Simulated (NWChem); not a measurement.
C₂H₃F; SMILES C=CF

Computed with NWChem. Medium grid unless said otherwise, to which SCAN and Minnesota functionals are sensitive. Coordinates come from a PBE0/def2-SVP optimisation. B3LYP is NWChem's, with the RPA form of VWN correlation.

### Question
Order these by “orbital gap (eV)”, lowest first: TPSS/def2-TZVPD; Hartree-Fock/def2-TZVPD; B3LYP/def2-TZVPD; M06-2X/def2-TZVPD.

### Answer
TPSS/def2-TZVPD (5.81), B3LYP/def2-TZVPD (7.35), M06-2X/def2-TZVPD (9.66), Hartree-Fock/def2-TZVPD (12.49)
